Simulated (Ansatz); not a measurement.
Total energies of C$_{4}$H$_{9}$FO, SMILES `CCOC(C)F`.

```tsv
atom	x (Å)	y (Å)	z (Å)
C1	-1.7629	-1.4976	-0.6228
C2	-1.0487	-0.6129	0.3642
O3	0.0259	0.0278	-0.3063
C4	0.8255	0.7889	0.5021
C5	2.0213	1.2586	-0.2724
F6	0.1170	1.9013	0.9541
H7	-1.0871	-2.2540	-1.0264
H8	-2.5995	-2.0041	-0.1369
H9	-2.1538	-0.9074	-1.4536
H10	-0.6506	-1.2014	1.2032
H11	-1.7269	0.1412	0.7768
H12	1.0993	0.2374	1.4145
H13	1.6883	1.8083	-1.1538
H14	2.6173	0.4027	-0.5912
H15	2.6350	1.9113	0.3485
```

The species carries charge 0 and has multiplicity 1. The structure was optimised at the PBE0-D4/def2-TZVP level. It is one conformer, not always the lowest. Basis def2-TZVPP, Ansatz.

RPA on PBE orbitals: Hartree–Fock energy of these orbitals -331.08675 Eh, correlation -1.90193 Eh (frozen core).

```tsv
functional	energy without D4 (Eh)	D4 term (kJ/mol)
r2SCAN	-332.87224	-6.4
r2SCANh	-332.85674	-6.6
```

Problem. Give the same for LDA (SPW92), PBE, revPBE, BLYP, B97M-V, PBE0, B3LYP, r2SCAN0, HSE06 (plane-wave form), BHLYP, CAM-B3LYP, LC-ωPBE, ωB97X-V, ωB97M-V, B2PLYP, PBE-QIDH. (Estimate.)

Solution. The calculation gave: 
| functional | energy without D4 (Eh) | D4 term (kJ/mol) |
| --- | --- | --- |
| LDA (SPW92) | -330.38587 | – |
| PBE | -332.65214 | -23.7 |
| revPBE | -332.93714 | -85.6 |
| BLYP | -332.93624 | -53.1 |
| B97M-V | -332.99388 | – |
| PBE0 | -332.67947 | -19.8 |
| B3LYP | -333.05952 | -37.3 |
| r2SCAN0 | -332.83489 | -7.2 |
| HSE06 (plane-wave form) | -332.66222 | -18.2 |
| BHLYP | -332.87476 | -25.0 |
| CAM-B3LYP | -332.91528 | -19.6 |
| LC-ωPBE | -332.85982 | – |
| ωB97X-V | -332.94871 | – |
| ωB97M-V | -332.91248 | – |
| B2PLYP | -332.79585 | – |
| PBE-QIDH | -332.63690 | – |

B3LYP takes the VWN-RPA correlation (the form of Gaussian; ORCA's B3LYP/G). HSE06 is the plane-wave form, built on full-range PBE exchange. The double hybrids freeze the cores in their second-order part.

LC-ωPBE has ω = 0.4 bohr⁻¹.
